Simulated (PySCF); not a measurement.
Consider acrylamide, `C=CC(N)=O` (C3H5NO). Optimised structure (Å), atoms numbered from 1:
```
C    -1.7677   -0.1989    0.3736
C    -0.5676   -0.4039   -0.1722
C     0.5998    0.4467    0.2084
N     1.7580    0.1468   -0.4431
O     0.5307    1.3394    1.0324
H    -1.8984    0.6018    1.1080
H    -2.6317   -0.8118    0.1067
H    -0.4147   -1.1991   -0.9100
H     1.8228   -0.5971   -1.1220
H     2.5850    0.6869   -0.2250
```

Computed at ωB97X-D3(BJ)/ma-def2-TZVP // PBE0-D3(BJ)/ma-def2-SVP with PySCF (density fitting, grid level 2). Thermal corrections: PBE0-D3(BJ)/ma-def2-SVP frequencies, unscaled, ideal gas at 298.15 K and 1 bar, quasi-RRHO entropy.

Question: What are the vertical and the adiabatic ionisation energy for forming the radical cation?

Answer: 9.87 eV vertical and 9.47 eV adiabatic, the latter with zero-point energy.

Question: Where does the unpaired spin of the relaxed radical cation sit?

Answer: O5 (amide oxygen) 0.67, C1 (alkene carbon) 0.26, C2 (alkene carbon) 0.11 (intrinsic atomic orbital populations).

Question: What oxidation potential follows in dichloromethane (IEF-PCM), given that Fc+/Fc comes at 4.70 V absolute with this functional and basis?

Answer: In the gas phase ΔG of oxidation is 9.450 eV, and solvation is -35.4 kJ/mol for the parent and -235.7 kJ/mol for the product, so the absolute potential is 7.37 V, or 2.67 V against Fc+/Fc. Fc+/Fc in dichloromethane, 4.70 V, is ωB97X-D3(BJ)/ma-def2-TZVP on PBE0-D3(BJ)/def2-SVP structures with GFN2-xTB thermal terms. Benchmark calculations put it near 5.0 V in acetonitrile and DMSO, so it is about 0.3 V low, and the value against it can read up to that much too high. The solvent is electrostatics only, on gas-phase structures; the absolute scale refers to an electron at rest in vacuum.

Question: How far is −ε(HOMO) from the vertical value by ΔSCF?

Answer: −ε(HOMO) = 10.07 eV, which is 0.21 eV above the ΔSCF value.

Differences come from unrounded values, so a last digit can differ from that of the printed terms.
